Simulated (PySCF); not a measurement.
Static response to an electric field

Compound: C₅H₁₄N (charge +1).
Cartesian coordinates in Å at the GFN2-xTB level; atoms count from 1:
```xyz
20
C5H14N angstrom
C     -0.160   -0.054    1.576
C     -0.404   -0.115    0.066
C     -1.466   -1.172   -0.240
C     -0.868    1.248   -0.453
C      0.883   -0.546   -0.660
N      1.988    0.428   -0.420
H      0.249   -0.992    1.946
H      0.501    0.763    1.862
H     -1.103    0.113    2.088
H     -1.654   -1.236   -1.309
H     -2.400   -0.916    0.250
H     -1.156   -2.150    0.116
H     -0.204    2.059   -0.156
H     -0.966    1.243   -1.536
H     -1.845    1.478   -0.039
H      1.203   -1.526   -0.303
H      0.704   -0.608   -1.734
H      2.852    0.153   -0.898
H      2.156    0.488    0.594
H      1.686    1.354   -0.755
```

Level: wB97X-D/def2-SVPD (PySCF), static field, nuclei fixed, core orbitals frozen in the response. The polarisability tensor in these axes (au):

```
x   68.56  1.83 -0.81
y    1.83 63.60 -0.17
z   -0.81 -0.17 63.04
```

Question: Diagonalise the tensor; give its mean and Δα, where Δα² is half the sum of the squared differences of the eigenvalues.

Answer: Principal values 62.87, 63.06 and 69.27 au; mean 65.07 au = 9.64 Å³ = 10.73 × 10⁻⁴⁰ C²·m²/J; Δα = 6.31 au (10 % of the mean).

Question: Rayleigh depolarisation ratio (linearly polarised light, static tensor)?

Answer: ρ = 3Δα²/(45ᾱ² + 4Δα²) = 119.5/(190514 + 159.4) = 0.000627.

Question: Sum over states: ᾱ = Σ f/ω², ω in Eh. What share falls to these 8 lowest TDDFT singlets (eV, f)? 8.73, 0.0140; 8.82, 0.0172; 8.91, 0.0203; 9.72, 0.0000; 9.97, 0.0011; 10.13, 0.0677; 10.14, 0.0033; 10.21, 0.0374.

Answer: They add up to 1.28 au, 2.0 % of the 65.07 au; the largest single term is 0.49 au, from the state at 10.13 eV. Terms in order: 0.14, 0.16, 0.19, 0.00, 0.01, 0.49, 0.02, 0.27 au. Higher excitations give the rest. The strengths listed sum to 0.161.

Question: Give the eigenvalues of the traceless quadrupole moment Θ = ½Σq(3rr − r²1), origin at the centre of nuclear charge.

Answer: -9.06, -8.86, 17.92 D·Å. The values depend on the origin, since the species is charged. The electronic extent ⟨r²⟩ about the same centre is 661 bohr², a root-mean-square distance of 1.92 Å for the 50 electrons.

Isolated species at its GFN2-xTB geometry, gas phase.

The pairwise dispersion term of wB97X-D wasn't added to the energies; at a given geometry it leaves orbitals and properties as they are.
